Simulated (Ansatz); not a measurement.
# CH₃OS+ (SMILES [CH2+]SO): one structure at several levels

One table from this session's results is given with a row withheld; the runs are named, their logs left out.

Method: single points in def2-TZVPP; program: Ansatz 0.2.0, Gaussian basis.

Cores are frozen in the correlated methods.

### The starting structure

SMILES `[CH2+]SO`, 6 atoms, charge 1, spin multiplicity 1.

Atoms are counted from 1 here; the program's logs count them from 0.

Bond lengths: C1–S2 1.598 Å, C1–H4 1.012 Å, C1–H5 1.090 Å, S2–O3 1.619 Å, O3–H6 0.927 Å. Angles: S2–C1–H4 125.6°, S2–C1–H5 113.4°, H4–C1–H5 121.0°, C1–S2–O3 100.9°, S2–O3–H6 121.2°.

Geometry (Å):

| atom | x (Å) | y (Å) | z (Å) |
| --- | --- | --- | --- |
| C1 | -0.5139 | 0.4640 | -0.7821 |
| S2 | 0.8705 | -0.1122 | -0.2302 |
| O3 | 0.4104 | -0.6809 | 1.2137 |
| H4 | -1.3814 | 0.5083 | -0.2635 |
| H5 | -0.4442 | 0.8606 | -1.7945 |
| H6 | 1.0064 | -1.1292 | 1.7648 |

The first run:

Contents of run/in.yaml:

```yaml
crystal:
  periodic: [false, false, false]
  atoms:
    - {symbol: C, position_ang: [-0.513900, 0.464000, -0.782100]}
    - {symbol: S, position_ang: [0.870500, -0.112200, -0.230200]}
    - {symbol: O, position_ang: [0.410400, -0.680900, 1.213700]}
    - {symbol: H, position_ang: [-1.381400, 0.508300, -0.263500]}
    - {symbol: H, position_ang: [-0.444200, 0.860600, -1.794500]}
    - {symbol: H, position_ang: [1.006400, -1.129200, 1.764800]}
basis:
  gaussian: {orbitals: def2-TZVPP}
total_charge: 1
correlation: {method: ccsd_t}
output: {forces: true}
```

No record of the launch command was kept for these runs.

Among the steps run: CCSD(T)/def2-TZVPP; PBE0-D4/def2-TZVPP; wB97M-V/def2-TZVPP; r2SCAN-D4/def2-TZVPP; PBE-D4/def2-TZVPP; wB97X-V/def2-TZVPP; CAM-B3LYP-D4/def2-TZVPP.

One of the session's tables, all rows but one given; the rest of the session is left out.

| method | RMS force component (eV/Å) | angle to CCSD(T) forces (°) |
| --- | --- | --- |
| CCSD(T) | 1.546 | reference |
| PBE0-D4 | 1.634 | 9.3 |
| wB97M-V | 1.610 | 10.0 |
| r2SCAN-D4 | 1.586 | 6.1 |
| PBE-D4 | ? | ? |
| wB97X-V | 1.660 | 10.2 |
| CAM-B3LYP-D4 | 1.636 | 11.3 |

Q: Estimate the row for PBE-D4 from the others.

As computed: RMS force component (eV/Å): 1.637; angle to CCSD(T) forces (°): 6.7. In the column «RMS force component (eV/Å)» it lies between CAM-B3LYP-D4 (1.636) and wB97X-V (1.660).
